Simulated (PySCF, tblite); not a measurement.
# C2H3Br2N, a complex of two parts: NMR shifts, interaction energy, infrared bands, spin-spin couplings and core binding energies

What NMR shifts, interaction energy, infrared bands, spin-spin couplings and core binding energies should one expect for `BrBr` with `CC#N`?

Programs: tblite 0.8.0 and PySCF 2.14.0. All values are calculated, for the isolated system unless a continuum is named. Atoms count from 0, parts from 1.

### 1 Starting point

8 atoms, charge 0, multiplicity 1; geometry: rigid parts in contact. Parts: 1 = atoms 0–1, `BrBr`, charge 0; 2 = atoms 2–7, `CC#N`, charge 0.

### 2 Search for minima with GFN2-xTB

The job: settings as JSON, then the geometry in Å.

```
{"job": {"kind": "dock", "xc": "GFN2-xTB", "basis": "xTB"}, "charge": 0, "multiplicity": 1, "parts": [{"atoms": "0-1", "charge": 0, "multiplicity": 1}, {"atoms": "2-7", "charge": 0, "multiplicity": 1}]}
Br     1.140698     0.002918    -0.003543
Br    -1.140698    -0.002918     0.003543
C      3.655666     0.812418     2.043562
C      3.963215    -0.218410     1.091298
N      4.207872    -1.038222     0.333918
H      3.848614     1.788093     1.599137
H      2.606038     0.744913     2.326996
H      4.278404     0.688137     2.928659
```

With the program's defaults for keys left out, this is: GFN2-xTB search for minima from random contacts, gas phase.

On the command line:

```sh
> OMP_NUM_THREADS=1 python cluster_run.py task.json out
```

One launch serves the whole session: the jobs run in the order shown.

What it wrote:

```text
step      E/eV     max force
  0    -458.82262    0.226
  1    -458.82334    0.500
  2    -458.82713    0.266
  3    -458.84268    0.524
  4    -458.85295    0.565
  5    -458.86134    0.262
  6    -458.86603    0.197
  7    -458.87067    0.247
  8    -458.87458    0.249
  9    -458.87663    0.153
 10    -458.87732    0.052
 11    -458.87754    0.051
 12    -458.87766    0.049
 13    -458.87780    0.046
 14    -458.87797    0.046
 15    -458.87813    0.054
 16    -458.87827    0.042
 17    -458.87838    0.034
 18    -458.87846    0.030
 19    -458.87852    0.029
 20    -458.87856    0.019
 21    -458.87861    0.029
 22    -458.87871    0.048
 23    -458.87895    0.109
 24    -458.87955    0.213
 25    -458.88088    0.402
 26    -458.88229    0.526
 27    -458.88495    0.326
 28    -458.88953    0.160
 29    -458.89075    0.157
 30    -458.89226    0.206
 31    -458.89413    0.236
 32    -458.89526    0.112
 33    -458.89590    0.124
 34    -458.89640    0.081
 35    -458.89669    0.047
 36    -458.89706    0.047
 37    -458.89739    0.052
 38    -458.89751    0.037
 39    -458.89762    0.056
 40    -458.89773    0.041
 41    -458.89844    0.122
 42    -458.89900    0.170
 43    -458.90175    1.021
 44    -458.90471    0.441
 45    -458.90950    0.281
 46    -458.91810    0.896
 47    -458.92650    1.081
 48    -458.92725    1.074
 49    -458.93822    0.213
 50    -458.94085    0.248
 51    -458.94585    0.231
 52    -458.94847    0.135
 53    -458.95129    0.149
 54    -458.95153    0.557
 55    -458.95354    0.153
 56    -458.95459    0.186
 57    -458.95694    0.139
 58    -458.96048    0.197
 59    -458.96220    0.109
 60    -458.96373    0.118
 61    -458.96538    0.112
 62    -458.96756    0.127
 63    -458.96926    0.184
 64    -458.97052    0.210
 65    -458.97205    0.285
 66    -458.97385    0.300
 67    -458.97647    0.235
 68    -458.97950    0.167
 69    -458.98196    0.147
 70    -458.98412    0.116
 71    -458.98537    0.099
 72    -458.98620    0.126
 73    -458.98695    0.079
 74    -458.98757    0.215
 75    -458.98808    0.049
 76    -458.98832    0.085
 77    -458.98855    0.081
 78    -458.98867    0.030
 79    -458.98870    0.023
 80    -458.98872    0.011

distinct minima (kcal/mol above the one taken): 0.00 0.30 1.12
by PBE0-D3(BJ)/def2-SVP single points: 0.00 4.41 5.37
binding energy -3.529 kcal/mol
```

Wall time 12 s (1 thread of Intel Xeon 6975P-C, shared host).

The steps of the relaxation:

```csv
step,energy from step 0 (eV),largest force (eV/Å)
0,0.0000,0.2257
3,-0.0201,0.5239
6,-0.0434,0.1971
9,-0.0540,0.1524
12,-0.0550,0.0485
15,-0.0555,0.0533
18,-0.0558,0.0301
21,-0.0560,0.0289
24,-0.0569,0.2127
27,-0.0623,0.3254
30,-0.0696,0.2052
33,-0.0733,0.1241
36,-0.0744,0.0466
39,-0.0750,0.0566
42,-0.0764,0.1708
45,-0.0869,0.2814
48,-0.1046,1.0747
51,-0.1232,0.2309
54,-0.1289,0.5563
57,-0.1343,0.1391
60,-0.1411,0.1175
63,-0.1466,0.1831
66,-0.1512,0.2996
69,-0.1593,0.1471
72,-0.1636,0.1259
75,-0.1655,0.0485
78,-0.1661,0.0302
80,-0.1661,0.0112
```

Close pairs (by a distance rule), those that changed most:

```csv
bond,before (Å),after (Å),change (Å)
Br0–Br1,2.281,2.312,+0.031
C2–C3,1.437,1.431,-0.005
C3–N4,1.143,1.143,+0.001
C2–H7,1.089,1.090,+0.000
C2–H6,1.089,1.089,+0.000
C2–H5,1.089,1.089,+0.000
```

Contacts between the parts in the structure taken on (a selection, picked against the atoms' radii; other short pairs can be missing):

```csv
atoms,distance (Å),kind (by distance and angle),angle (°)
Br0···N4,2.61,halogen bond,178
```

Minima and a leading contact of each: 0.00 kcal/mol, Br0···N4 2.61 Å (halogen bond); 0.29 kcal/mol, Br1···C3 3.47 Å (inside the van der Waals sum); 1.12 kcal/mol, Br0···H6 2.92 Å (inside the van der Waals sum).

### 3 Optimising the geometry at PBE0-D3(BJ)/def2-SVPD

The job: settings as JSON, then the geometry in Å.

```
{"job": {"xc": "PBE0", "basis": "def2-SVPD", "d3": "d3bj", "grid": 2, "kind": "geom", "shake": 0.01}, "charge": 0, "multiplicity": 1, "parts": [{"atoms": "0-1", "charge": 0, "multiplicity": 1}, {"atoms": "2-7", "charge": 0, "multiplicity": 1}]}
Br     0.497918    -0.566314    -0.432601
Br    -1.662821    -0.576939    -1.327612
C      4.191648     0.899839     2.332301
C      3.489468     0.159333     1.377006
N      2.861053    -0.451590     0.599095
H      4.345221     1.925701     1.977874
H      3.683251     0.919402     3.288263
H      5.200148     0.438944     2.481344
```

What it wrote:

```text
step   0  E = -5279.59139413  max force = 0.050108
step   1  E = -5279.59495748  max force = 0.007158
step   2  E = -5279.59510687  max force = 0.001296
step   3  E = -5279.59513731  max force = 0.001044
step   4  E = -5279.59546935  max force = 0.003599
step   5  E = -5279.59552313  max force = 0.007701
step   6  E = -5279.59585803  max force = 0.002502
step   7  E = -5279.59593485  max force = 0.001718
step   8  E = -5279.59597501  max force = 0.000498
step   9  E = -5279.59599156  max force = 0.000287
step  10  E = -5279.59599477  max force = 0.000259
optimisation converged
```

Wall time 1.8 min (1 thread of Intel Xeon 6975P-C, shared host); peak memory 0.7 GiB.

Step by step:

```csv
step,energy from step 0 (eV),largest force component (eV/Å)
0,0.0000,2.5767
1,-0.0970,0.3681
2,-0.1010,0.0666
3,-0.1019,0.0537
4,-0.1109,0.1851
5,-0.1124,0.3960
6,-0.1215,0.1287
7,-0.1236,0.0883
8,-0.1247,0.0256
9,-0.1251,0.0148
10,-0.1252,0.0133
```

Distances of close pairs at the start and the end, largest changes first:

```csv
bond,before (Å),after (Å),change (Å)
C2–C3,1.398,1.451,+0.053
C2–H7,1.119,1.098,-0.021
C3–N4,1.172,1.153,-0.018
C2–H6,1.083,1.098,+0.015
Br0–Br1,2.339,2.326,-0.012
C2–H5,1.096,1.098,+0.002
```

The next job starts from the end point, and lists it.

```csv
at the end point,value
"rotational constants (GHz, main isotopes)","154.1, 0.446, 0.446"
dipole moment (D),6.47
```

Contacts at the end point (a selection, picked against the atoms' radii; other short pairs can be missing):

```csv
atoms,distance (Å),kind (by distance and angle),angle (°)
Br0···N4,2.67,halogen bond,180
```

Against the parts relaxed at this level the binding energy is -6.96 kcal/mol, without counterpoise.

### 4 Nuclear shieldings: PBE0/pcSseg-2

The job: settings as JSON, then the geometry in Å.

```
{"job": {"kind": "nmr", "xc": "PBE0", "basis": "pcSseg-2"}, "charge": 0, "multiplicity": 1, "parts": [{"atoms": "0-1", "charge": 0, "multiplicity": 1}, {"atoms": "2-7", "charge": 0, "multiplicity": 1}]}
Br     0.256818    -0.444759    -0.433111
Br    -1.614813    -1.068096    -1.666158
C      4.442240     0.963071     2.452225
C      3.304980     0.576712     1.638680
N      2.398099     0.271804     0.994368
H      4.784079     1.966685     2.166526
H      4.156239     0.972564     3.512619
H      5.266224     0.251022     2.311079
```

With the program's defaults for keys left out, this is: GIAO PBE0/pcSseg-2 NMR shielding, non-relativistic, gas phase.

What it wrote:

```text
coarse grid: 37560 points
cycle   1  E = -5280.3739183718  dE = -2.182e+00  |g| = 1.397e+00  |ddm| = 2.379e+00
cycle   2  E = -5280.2505049238  dE =  1.234e-01  |g| = 1.245e+00  |ddm| = 7.242e-01
cycle   3  E = -5280.3307880972  dE = -8.028e-02  |g| = 7.340e-01  |ddm| = 8.088e-01
cycle   4  E = -5280.4426323745  dE = -1.118e-01  |g| = 1.327e-01  |ddm| = 3.853e-01
cycle   5  E = -5280.4448586098  dE = -2.226e-03  |g| = 2.168e-02  |ddm| = 7.810e-02
cycle   6  E = -5280.4449311682  dE = -7.256e-05  |g| = 9.233e-03  |ddm| = 2.105e-02
cycle   7  E = -5280.4449453574  dE = -1.419e-05  |g| = 1.831e-03  |ddm| = 7.890e-03
cycle   8  E = -5280.4449460165  dE = -6.591e-07  |g| = 5.009e-04  |ddm| = 1.751e-03
final grid: 75672 points
cycle   9  E = -5280.4449661486  dE =  8.517e-09  |g| = 8.217e-04  |ddm| = 1.595e-03
cycle  10  E = -5280.4449656226  dE =  5.261e-07  |g| = 1.754e-03  |ddm| = 1.620e-03
cycle  11  E = -5280.4449662909  dE = -6.683e-07  |g| = 2.496e-04  |ddm| = 1.058e-03
cycle  12  E = -5280.4449663044  dE = -1.352e-08  |g| = 3.326e-05  |ddm| = 1.524e-04
cycle  13  E = -5280.4449663045  dE = -1.546e-10  |g| = 4.797e-06  |ddm| = 2.399e-05
converged SCF energy = -5280.4449663045

GIAO shielding tensors (ppm)
atom      isotropic    diamagn.    paramagn.     s11        s22        s33       span
  0 Br    1728.784    3118.715   -1389.931   1026.323   1026.398   3133.632   2107.308
  1 Br    2003.435    3122.241   -1118.806   1438.305   1438.515   3133.485   1695.180
  2 C      183.875     239.595     -55.719    175.926    176.006    199.694     23.768
  3 C       64.197     271.225    -207.028    -50.333    -50.311    293.237    343.570
  4 N      -22.179     336.107    -358.286   -192.046   -191.811    317.322    509.368
  5 H       29.482      26.864       2.618     24.654     27.571     36.222     11.568
  6 H       29.471      27.559       1.912     24.637     27.602     36.173     11.536
  7 H       29.485      25.523       3.962     24.660     27.558     36.237     11.576

== part 1 alone, relaxed ==
coarse grid: 14664 points
cycle   1  E = -5147.7573942930  dE = -2.402e+00  |g| = 1.354e+00  |ddm| = 1.572e+00
cycle   2  E = -5147.7641965437  dE = -6.802e-03  |g| = 9.194e-01  |ddm| = 3.844e-01
cycle   3  E = -5147.7957197410  dE = -3.152e-02  |g| = 1.509e-01  |ddm| = 2.637e-01
cycle   4  E = -5147.7969846587  dE = -1.265e-03  |g| = 1.509e-02  |ddm| = 6.244e-02
cycle   5  E = -5147.7970401704  dE = -5.551e-05  |g| = 1.707e-03  |ddm| = 1.215e-02
cycle   6  E = -5147.7970406025  dE = -4.321e-07  |g| = 1.875e-04  |ddm| = 1.313e-03
final grid: 26152 points
cycle   7  E = -5147.7970580038  dE = -1.291e-08  |g| = 2.231e-04  |ddm| = 4.280e-04
cycle   8  E = -5147.7970580043  dE = -5.202e-10  |g| = 2.353e-04  |ddm| = 1.947e-04
cycle   9  E = -5147.7970580069  dE = -2.639e-09  |g| = 8.891e-06  |ddm| = 7.328e-05
cycle  10  E = -5147.7970580069  dE =  1.819e-12  |g| = 1.929e-06  |ddm| = 9.160e-06
converged SCF energy = -5147.7970580069

GIAO shielding tensors (ppm)
atom      isotropic    diamagn.    paramagn.     s11        s22        s33       span
  0 Br    1826.129    3120.149   -1294.020   1172.541   1172.541   3133.303   1960.762
  1 Br    1826.128    3120.149   -1294.020   1172.541   1172.541   3133.303   1960.762

== part 2 alone, relaxed ==
coarse grid: 5096 points
cycle   1  E = -132.5954771123  dE =  2.182e-01  |g| = 4.107e-01  |ddm| = 1.630e+00
cycle   2  E = -132.4547345201  dE =  1.407e-01  |g| = 9.025e-01  |ddm| = 8.789e-01
cycle   3  E = -132.6364470992  dE = -1.817e-01  |g| = 7.900e-02  |ddm| = 5.973e-01
cycle   4  E = -132.6378491883  dE = -1.402e-03  |g| = 2.575e-02  |ddm| = 7.023e-02
cycle   5  E = -132.6380042223  dE = -1.550e-04  |g| = 3.463e-03  |ddm| = 1.596e-02
cycle   6  E = -132.6380067863  dE = -2.564e-06  |g| = 1.106e-03  |ddm| = 3.381e-03
final grid: 49528 points
cycle   7  E = -132.6412913935  dE = -3.719e-05  |g| = 4.644e-03  |ddm| = 2.407e-02
cycle   8  E = -132.6412913986  dE = -5.168e-09  |g| = 4.686e-03  |ddm| = 5.754e-03
cycle   9  E = -132.6412965356  dE = -5.137e-06  |g| = 8.086e-04  |ddm| = 2.718e-03
cycle  10  E = -132.6412966576  dE = -1.220e-07  |g| = 3.103e-04  |ddm| = 5.947e-04
cycle  11  E = -132.6412966766  dE = -1.904e-08  |g| = 6.549e-05  |ddm| = 1.746e-04
cycle  12  E = -132.6412966777  dE = -1.043e-09  |g| = 5.914e-06  |ddm| = 5.598e-05
cycle  13  E = -132.6412966777  dE = -8.328e-12  |g| = 5.751e-07  |ddm| = 3.677e-06
converged SCF energy = -132.6412966777

GIAO shielding tensors (ppm)
atom      isotropic    diamagn.    paramagn.     s11        s22        s33       span
  0 C      183.438     243.796     -60.357    176.135    176.136    198.045     21.910
  1 C       60.875     263.140    -202.264    -54.372    -54.372    291.371    345.743
  2 N      -38.161     333.463    -371.624   -212.314   -212.312    310.144    522.458
  3 H       29.526      28.667       0.859     25.077     27.526     35.976     10.898
  4 H       29.526      28.669       0.857     25.077     27.526     35.976     10.899
  5 H       29.526      28.659       0.868     25.077     27.526     35.976     10.898
```

Run time: 46 s. Hardware: 1 thread of Intel Xeon 6975P-C, shared host; peak memory 1.3 GiB.

No reference compound was run at this level, so shieldings alone are listed. Atoms listed in one row are averaged.

```csv
atoms,environment,σ (ppm)
C3,"carbon bonded to C, N",64.2
C2,"carbon bonded to C, 3 H",183.9
"H5, H6, H7",hydrogen on a carbon bonded to C,29.48
Br0,bromine bonded to Br,1729
Br1,bromine bonded to Br,2003
N4,nitrogen bonded to C,-22.2
```

The run also stored atomic charges by several schemes (e):

```csv
atoms,Mulliken,IAO,Hirshfeld,ESP fit
Br0,0.07,0.04,-0.01,-0.14
Br1,-0.10,-0.09,-0.08,-0.03
C2,-0.05,-0.47,-0.08,-0.55
C3,0.05,0.18,0.11,0.33
N4,-0.21,-0.25,-0.19,-0.25
```

Mayer bond orders: Br0–Br1 1.02, C2–C3 0.99, C3–N4 3.00.

Against the parts alone, each relaxed by itself:

```csv
atom,σ alone (ppm),σ in the cluster,shift on binding (ppm)
Br1,1826.13,2003.44,-177.31
Br0,1826.13,1728.78,+97.34
N4,-38.16,-22.18,-15.98
C3,60.88,64.20,-3.32
C2,183.44,183.88,-0.44
H6,29.53,29.47,+0.06
H5,29.53,29.48,+0.04
H7,29.53,29.49,+0.04
```

### 5 Counterpoise and decomposition: wB97M-D3(BJ)/def2-SVPD

The job: settings as JSON, then the geometry in Å.

```
{"job": {"kind": "inter", "xc": "wB97M-D3(BJ)", "basis": "def2-SVPD", "pairs": false}, "charge": 0, "multiplicity": 1, "parts": [{"atoms": "0-1", "charge": 0, "multiplicity": 1}, {"atoms": "2-7", "charge": 0, "multiplicity": 1}]}
Br     0.256818    -0.444759    -0.433111
Br    -1.614813    -1.068096    -1.666158
C      4.442240     0.963071     2.452225
C      3.304980     0.576712     1.638680
N      2.398099     0.271804     0.994368
H      4.784079     1.966685     2.166526
H      4.156239     0.972564     3.512619
H      5.266224     0.251022     2.311079
```

With the program's defaults for keys left out, this is: wB97M-D3(BJ)/def2-SVPD interaction energy, counterpoise and uncorrected, gas phase.

What it wrote:

```text
part 1, own basis, geometry of the cluster
coarse grid: 14664 points
cycle   1  E = -5147.6753773665  dE = -2.096e+00  |g| = 2.363e-01  |ddm| = 1.745e+00
cycle   2  E = -5147.6833546851  dE = -7.977e-03  |g| = 1.600e-01  |ddm| = 3.444e-01
cycle   3  E = -5147.6873213156  dE = -3.967e-03  |g| = 9.773e-03  |ddm| = 1.476e-01
cycle   4  E = -5147.6873606331  dE = -3.932e-05  |g| = 3.487e-03  |ddm| = 1.425e-02
cycle   5  E = -5147.6873652232  dE = -4.590e-06  |g| = 7.915e-04  |ddm| = 4.412e-03
final grid: 26152 points
cycle   6  E = -5147.6875339012  dE = -3.557e-07  |g| = 3.665e-04  |ddm| = 1.402e-03
cycle   7  E = -5147.6875339429  dE = -4.173e-08  |g| = 1.942e-04  |ddm| = 5.456e-04
cycle   8  E = -5147.6875339515  dE = -8.526e-09  |g| = 3.067e-05  |ddm| = 1.611e-04
cycle   9  E = -5147.6875339524  dE = -9.350e-10  |g| = 4.519e-06  |ddm| = 8.865e-05
converged SCF energy = -5147.6875339524

part 2, own basis, geometry of the cluster
coarse grid: 22896 points
cycle   1  E = -132.6283804095  dE =  2.764e-01  |g| = 4.749e-01  |ddm| = 3.014e+00
cycle   2  E = -132.5709339493  dE =  5.745e-02  |g| = 7.564e-01  |ddm| = 1.209e+00
cycle   3  E = -132.6913524493  dE = -1.204e-01  |g| = 3.498e-02  |ddm| = 7.550e-01
cycle   4  E = -132.6917256405  dE = -3.732e-04  |g| = 7.449e-03  |ddm| = 1.079e-01
cycle   5  E = -132.6917453892  dE = -1.975e-05  |g| = 2.528e-03  |ddm| = 2.484e-02
cycle   6  E = -132.6917476524  dE = -2.263e-06  |g| = 6.755e-04  |ddm| = 8.442e-03
final grid: 49528 points
cycle   7  E = -132.6917398005  dE = -1.236e-07  |g| = 5.274e-04  |ddm| = 3.498e-03
cycle   8  E = -132.6917397870  dE =  1.356e-08  |g| = 6.565e-04  |ddm| = 1.190e-03
cycle   9  E = -132.6917398712  dE = -8.419e-08  |g| = 9.224e-05  |ddm| = 7.149e-04
cycle  10  E = -132.6917398733  dE = -2.177e-09  |g| = 3.038e-05  |ddm| = 1.359e-04
cycle  11  E = -132.6917398737  dE = -3.473e-10  |g| = 1.856e-06  |ddm| = 1.330e-04
converged SCF energy = -132.6917398737

part 1, own basis, relaxed alone
coarse grid: 14664 points
cycle   1  E = -5147.6750029106  dE = -2.073e+00  |g| = 2.395e-01  |ddm| = 1.757e+00
cycle   2  E = -5147.6833054515  dE = -8.303e-03  |g| = 1.624e-01  |ddm| = 3.510e-01
cycle   3  E = -5147.6874578089  dE = -4.152e-03  |g| = 1.014e-02  |ddm| = 1.511e-01
cycle   4  E = -5147.6874988324  dE = -4.102e-05  |g| = 3.679e-03  |ddm| = 1.462e-02
cycle   5  E = -5147.6875037958  dE = -4.963e-06  |g| = 7.954e-04  |ddm| = 4.566e-03
final grid: 26152 points
cycle   6  E = -5147.6876903412  dE = -3.659e-07  |g| = 3.768e-04  |ddm| = 1.460e-03
cycle   7  E = -5147.6876903849  dE = -4.373e-08  |g| = 2.013e-04  |ddm| = 5.438e-04
cycle   8  E = -5147.6876903934  dE = -8.429e-09  |g| = 3.191e-05  |ddm| = 1.605e-04
cycle   9  E = -5147.6876903944  dE = -9.786e-10  |g| = 2.461e-06  |ddm| = 9.286e-05
converged SCF energy = -5147.6876903944

part 2, own basis, relaxed alone
coarse grid: 22896 points
cycle   1  E = -132.6282245376  dE =  2.683e-01  |g| = 4.754e-01  |ddm| = 3.004e+00
cycle   2  E = -132.5696705696  dE =  5.855e-02  |g| = 7.600e-01  |ddm| = 1.206e+00
cycle   3  E = -132.6913643778  dE = -1.217e-01  |g| = 3.516e-02  |ddm| = 7.540e-01
cycle   4  E = -132.6917419944  dE = -3.776e-04  |g| = 7.386e-03  |ddm| = 1.077e-01
cycle   5  E = -132.6917616851  dE = -1.969e-05  |g| = 2.524e-03  |ddm| = 2.499e-02
cycle   6  E = -132.6917639307  dE = -2.246e-06  |g| = 6.880e-04  |ddm| = 8.342e-03
final grid: 49528 points
cycle   7  E = -132.6917621054  dE = -1.297e-07  |g| = 5.343e-04  |ddm| = 3.236e-03
cycle   8  E = -132.6917620934  dE =  1.201e-08  |g| = 6.586e-04  |ddm| = 1.222e-03
cycle   9  E = -132.6917621781  dE = -8.469e-08  |g| = 9.621e-05  |ddm| = 7.191e-04
cycle  10  E = -132.6917621804  dE = -2.357e-09  |g| = 3.123e-05  |ddm| = 1.359e-04
cycle  11  E = -132.6917621808  dE = -3.638e-10  |g| = 1.880e-06  |ddm| = 1.341e-04
converged SCF energy = -132.6917621808

cluster
final grid: 75672 points
cycle   1  E = -5280.3856320641  dE = -1.030e-02  |g| = 4.662e-02  |ddm| = 2.301e+00
cycle   2  E = -5280.3866022024  dE = -9.701e-04  |g| = 3.058e-02  |ddm| = 3.296e-01
cycle   3  E = -5280.3868702049  dE = -2.680e-04  |g| = 1.051e-02  |ddm| = 5.906e-02
cycle   4  E = -5280.3869226226  dE = -5.242e-05  |g| = 3.648e-03  |ddm| = 3.311e-02
cycle   5  E = -5280.3869277975  dE = -5.175e-06  |g| = 1.820e-03  |ddm| = 8.610e-03
cycle   6  E = -5280.3869286515  dE = -8.540e-07  |g| = 4.833e-04  |ddm| = 2.713e-03
cycle   7  E = -5280.3869287794  dE = -1.280e-07  |g| = 6.443e-05  |ddm| = 2.417e-03
cycle   8  E = -5280.3869287832  dE = -3.816e-09  |g| = 2.579e-05  |ddm| = 3.123e-04
cycle   9  E = -5280.3869287836  dE = -3.292e-10  |g| = 6.541e-06  |ddm| = 9.889e-05
converged SCF energy = -5280.3869287836

part 1 in the basis of the cluster
final grid: 75672 points
cycle   1  E = -5147.6883936599  dE = -8.640e-04  |g| = 4.082e-03  |ddm| = 1.430e+00
cycle   2  E = -5147.6884026031  dE = -8.943e-06  |g| = 7.093e-04  |ddm| = 2.020e-01
cycle   3  E = -5147.6884028748  dE = -2.717e-07  |g| = 2.943e-04  |ddm| = 3.210e-02
cycle   4  E = -5147.6884028962  dE = -2.140e-08  |g| = 5.924e-05  |ddm| = 1.799e-03
cycle   5  E = -5147.6884028970  dE = -7.658e-10  |g| = 2.364e-05  |ddm| = 2.998e-04
converged SCF energy = -5147.6884028970

part 2 in the basis of the cluster
final grid: 75672 points
cycle   1  E = -132.6933827975  dE = -1.648e-03  |g| = 8.375e-03  |ddm| = 1.551e+00
cycle   2  E = -132.6934267476  dE = -4.395e-05  |g| = 1.722e-03  |ddm| = 1.791e-01
cycle   3  E = -132.6934287126  dE = -1.965e-06  |g| = 1.375e-03  |ddm| = 2.013e-02
cycle   4  E = -132.6934291086  dE = -3.960e-07  |g| = 2.386e-04  |ddm| = 1.821e-03
cycle   5  E = -132.6934291272  dE = -1.869e-08  |g| = 5.140e-05  |ddm| = 1.541e-03
cycle   6  E = -132.6934291279  dE = -6.769e-10  |g| = 6.164e-06  |ddm| = 1.660e-04
converged SCF energy = -132.6934291279

Interaction energy (kcal/mol)
  counterpoise       -4.109
  uncorrected        -5.721
  dispersion part    -0.911
  deformation         0.110
  binding            -4.000

Decomposition of the uncorrected value (kcal/mol)
  electrostatic     -11.592
  Pauli              14.060
  orbital            -7.277
  dispersion         -0.911

Charge of each part in the cluster: -0.042 0.042
```

Wall time 22 s (1 thread of Intel Xeon 6975P-C, shared host); peak memory 0.76 GiB.

Contacts at this geometry (a selection, picked against the atoms' radii; other short pairs can be missing):

```csv
atoms,distance (Å),kind (by distance and angle),angle (°)
Br0···N4,2.67,halogen bond,180
```

The decomposition goes in steps from the parts' own densities: electrostatics between them unchanged, then the rise on making their orbitals orthogonal (called Pauli here; it holds the exchange-correlation between the parts too, so it can be small or negative at long range), then orbital relaxation, then the dispersion term. Charges of the parts share the cluster's density out in proportion to the parts' own densities.

The SCF energies in the log hold no dispersion term; the tabulated energies do.

The parts:

```csv
part,SMILES,deformation (kcal/mol),HOMO alone (eV),charge in the cluster (e)
1,BrBr,0.10,-10.53,-0.042
2,CC#N,0.01,-11.93,0.042
```

(Part 1 of 3 ends here.)
